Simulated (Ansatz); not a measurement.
# P2+ (doublet): from Hartree-Fock to the top rungs at distance P1–P2 = 5.231 Å, 6-31G

How much of the correlation energy of P2+ (doublet) does each wave-function method recover here?

The runs use Ansatz 0.2.0, Gaussian basis; 6-31G, core rule «outside noble gas», up to 10 orbitals frozen.

Plan: UHF; CCSD(T) on UHF; CISD as a restricted active space (open shells left free, so some higher excitations enter); CCSDT(Q) on UHF; CISDTQ; CCSDTQ on UHF; CASSCF and MRCISD+Q, 3 electrons in 3 orbitals; CASSCF and NEVPT2, 3 electrons in 3 orbitals; CASSCF and MRCISD+Q, 9 electrons in 8 orbitals; CASSCF and MRCISD+Q(relaxed), 9 electrons in 8 orbitals; CASSCF and NEVPT2, 9 electrons in 8 orbitals; Full CI; Full CI in the symmetry of the determinant.

35 further runs of the same task are left out: 8 for a known fault of the program, 22 that didn't finish, 5 set aside as unsound or not needed. Runs told in other sessions of the task aren't counted.

**1. The system**

The geometry derives from a PBE0/def2-TZVP stationary point (not a proven minimum). One bond is set to the value named and the two fragments are kept rigid.

2 atoms, charge 1, spin multiplicity 2.

Atoms are counted from 1 here; the program's logs count them from 0.

No contacts short enough for the rule that draws bonds.

**2. UHF**

in.yaml

```yaml
crystal:
  periodic: [false, false, false]
  atoms:
    - {symbol: P, position_ang: [0.000000, 0.000000, 0.000000]}
    - {symbol: P, position_ang: [0.000000, 0.000000, 5.231000]}
basis:
  gaussian: {orbitals: 6-31G}
total_charge: 1
magnetization: {spin_polarized: true, initial_magnetization: 1}
hamiltonian: {xc: hf}
output: {orbitals: {seedname: orbitals}}
```

Launch:

```bash
$ ansatz run in.yaml --threads 1 --pin off --events-out ev --progress --plain --max-ram 2393MiB
```

After this run come: CCSD(T) on UHF; CISD as a restricted active space (open shells left free, so some higher excitations enter); CCSDT(Q) on UHF; CISDTQ; CCSDTQ on UHF; CASSCF and MRCISD+Q, 3 electrons in 3 orbitals; CASSCF and NEVPT2, 3 electrons in 3 orbitals; CASSCF and MRCISD+Q, 9 electrons in 8 orbitals; CASSCF and MRCISD+Q(relaxed), 9 electrons in 8 orbitals; CASSCF and NEVPT2, 9 electrons in 8 orbitals; Full CI; Full CI in the symmetry of the determinant.

Q: Predict the results of all the runs planned. Wanted: FCI from the UHF energy; UMP2 from FCI; UCCSD(T) from FCI; UCCSDT(Q) from FCI; NEVPT2 pair from FCI; MRCISD+Q pair from FCI; NEVPT2 valence from FCI; effectively unpaired electrons.

**Answer**, as computed:

| quantity | value |
| --- | --- |
| FCI from the UHF energy | -1.0535 eV |
| UMP2 from FCI | +379.6 meV |
| UCCSD(T) from FCI | +24.5 meV |
| UCCSDT(Q) from FCI | +32.7 meV |
| NEVPT2 pair from FCI | +2217.3 meV |
| MRCISD+Q pair from FCI | +1424.5 meV |
| NEVPT2 valence from FCI | +262.0 meV |
| levels within 1 kcal/mol (43 meV) | UCCSD, UCCSD(T), UCCSDT, UCCSDT(Q), MRCISD+Q valence, MRCISD+Q(relaxed) valence |
| effectively unpaired electrons | 5.13 |

**Reading.** UCCSD(T) misses by +24.5 meV, 2.3 % of the correlation energy. The occupations show strong static correlation (5.1 unpaired electrons where one determinant has 1). Coupled cluster on one determinant still stays close here. Of the multireference levels listed MRCISD+Q(relaxed) valence comes nearest in total energy (+28.5 meV), which doesn't show that its space is the better one. The lowest state has another symmetry than the determinant, whose own symmetry lies 0.08 eV higher, so single-reference misses include that gap. These misses are within one basis, not against nature; the frozen cores of restricted and unrestricted runs differ, which can shift their rows.

Levels on UHF freeze UHF's core orbitals, full CI those of ROHF, so the U rows can settle a little off it for that reason alone.
